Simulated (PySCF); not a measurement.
Phenyl, C₆H₅ (doublet state).
SMILES: `[c]1ccccc1`

Computed with PBE0-D3(BJ)/def2-SVP geometry optimisation, gas phase in PySCF.

Masses are those of the commonest isotopes; rigid-rotor values at the optimised geometry. 

**Question.** Give the principal moments of inertia and the rotational constants in MHz.

**Answer.** Ia = 80.42, Ib = 90.17, Ic = 170.59 u·Å²; 505379 MHz·u·Å²/I gives A = 6284, B = 5605, C = 2963 MHz.

**Question.** What kind of rotor is it?

**Answer.** An asymmetric top. Ray's parameter κ = (2B − A − C)/(A − C) = 0.591; −1 is the prolate and +1 the oblate limit.

**Question.** What does the inertial defect say?

**Answer.** Planar: Δ = Ic − Ia − Ib = 0.00 u·Å². For a rigid frame Δ = −2 Σ m c², so it vanishes when all atoms lie in the ab plane; here none is more than 0.01 Å from it.

**Question.** Give the coordinates in the principal-axis frame, origin at the centre of mass.

**Answer.** The sense of each axis is arbitrary; atoms in the order of the calculation.
```
atom  mass (u)   a (Å)   b (Å)  c (Å)
  C1    12.000   0.005  -1.370  0.000
  C2    12.000   1.228  -0.739  0.000
  C3    12.000   1.210   0.662  0.000
  C4    12.000  -0.005   1.350  0.000
  C5    12.000  -1.215   0.654  0.000
  C6    12.000  -1.222  -0.747  0.000
  H7     1.008   2.172  -1.291  0.000
  H8     1.008   2.153   1.216  0.000
  H9     1.008  -0.009   2.442  0.000
 H10     1.008  -2.162   1.201  0.000
 H11     1.008  -2.162  -1.306  0.000
```

**Question.** Where do the levels up to J = 3 lie, in MHz?

**Answer.** Above 0(0,0):
J = 1: 1(0,1) 8567, 1(1,1) 9247, 1(1,0) 11889
J = 2: 2(0,2) 23625, 2(1,2) 23740, 2(1,1) 31666, 2(2,1) 33705, 2(2,0) 35783
J = 3: 3(0,3) 44418, 3(1,3) 44431, 3(1,2) 58853, 3(2,2) 59407, 3(2,1) 66394, 3(3,1) 70459, 3(3,0) 71890
Those of J = 1 are B + C, A + C and A + B.

**Question.** Predict some low-J microwave lines.

**Answer.** The dipole components are |μa| = 0.00 D, |μb| = 0.85 D, |μc| = 0.00 D; the symmetry axis of this C2v structure is b, so μa and μc vanish by symmetry and there are no a-type or c-type lines. Some lines, for components of 0.1 D or more:

```tsv
type	branch	J(Ka,Kc)	MHz	lower level (cm⁻¹)
b	Q	1(1,0) ← 1(0,1)	3322	0.286
b	Q	2(2,0) ← 2(1,1)	4116	1.056
b	Q	3(2,1) ← 3(1,2)	7541	1.963
b	Q	2(1,1) ← 2(0,2)	8042	0.788
b	R	1(1,1) ← 0(0,0)	9247	0.000
b	Q	2(2,1) ← 2(1,2)	9965	0.792
b	Q	3(3,1) ← 3(2,2)	11051	1.982
b	R	2(0,2) ← 1(1,1)	14378	0.308
b	Q	3(1,2) ← 3(0,3)	14434	1.482
b	R	3(1,3) ← 2(0,2)	20806	0.788
b	R	2(2,1) ← 1(1,0)	21816	0.397
b	R	3(1,2) ← 2(2,1)	25148	1.124
b	R	2(2,0) ← 1(1,1)	26536	0.308
b	R	3(2,2) ← 2(1,1)	27741	1.056
b	R	3(3,0) ← 2(2,1)	38185	1.124
b	R	3(2,1) ← 2(1,2)	42654	0.792
```

**Question.** Estimate the classical rotational partition function at 50 K, 100 K and 500 K.

**Answer.** Point group C2v, symmetry number σ = 2; q = (√π/σ)·√((kT/h)³/(ABC)), k/h = 20836.6 MHz/K: 2920 at 50 K, 8250 at 100 K, 92300 at 500 K.

For this open shell read J as N, the rotation without spin; fine and hyperfine splittings come on top. Not checked by PBE0-D3(BJ)/def2-SVP frequencies. ⟨S²⟩ = 0.761 (exact for a doublet: 0.75). Constants of a rigid frame at the computed geometry: no zero-point averaging, no centrifugal distortion.
